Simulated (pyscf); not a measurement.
Homolytic dissociation enthalpies at 298 K of Br–Sn, Cl–Ge, Cl–Si, F–Ge, F–Si, I–Si bonds in 8 gas-phase molecules, in kJ/mol. Structures and frequencies: ωB97X-D3(BJ)/def2-SVP in PySCF. Correlated levels are frozen-core, on RHF or UHF. ΔMP2 is the change of the MP2 total energy from the triple- to the quadruple-zeta basis. Both columns use the same structures and thermal terms. Rows were drawn at random from the closed-shell molecules with such a bond whose radicals are computed, keep their shape and have no isomer in the data more than 5 kcal/mol lower.

| row | molecule | radicals | PBE/def2-TZVP | CCSD(T)/def2-TZVPP + ΔMP2(QZVPP) |
|---|---|---|---|---|
| 1 | H₃Si–Cl | SiH₃• + Cl• | 446.7 | 452.1 |
| 2 | F–GeH₂–SH | F• + HS–GeH₂• | 527.0 | 532.1 |
| 3 | Br–SnH₃ | Br• + SnH₃• | 343.7 | 354.7 |
| 4 | Cl–GeH₃ | Cl• + GeH₃• | 405.7 | 407.1 |
| 5 | HO–SiH₂–I | HO–SiH₂• + I• | 341.5 | 356.3 |
| 6 | H₂N–SiH(NH₂)–F | H₂N–SiH•–NH₂ + F• | 663.2 | 678.8 |
| 7 | H₂N–SiH(F)–F | H₂N–SiH•–F + F• | 664.0 | ? |
| 8 | H₃Si–NH–SiH₂–Cl | •H₂Si–NH–SiH₃ + Cl• | 460.2 | 472.5 |

Task: Fit a line that carries the PBE values to the last column and predict row 7.

Result: In the 7 complete rows the last column lies 1.4 to 15.6 kJ/mol from PBE (mean 9.4, median 11.0). Least squares gives y = 4.8 + 1.01·x with residuals of 5.0 kJ/mol (root mean square). For row 7: 4.8 + 1.01 × 664.0 = 675.4 kJ/mol, an extrapolation. The computed value is 681.1 kJ/mol, 5.7 over the line. The CCSD(T) − MP2 part came from Ansatz, without density fitting, on the same reference. The frozen core leaves the outer d or s,p core shells of the metals and heavy elements correlated in the MP2 and CC values, and def2-TZVPP describes them poorly, which can shift differences by a few kcal/mol. Left out: the spin-orbit lowering of Br, Cl, F, I, which is large for Br, Se, Te and I. Elements up to Kr have no core potential and no relativistic terms here. Elements past Kr carry the def2 core potentials, without spin-orbit coupling.
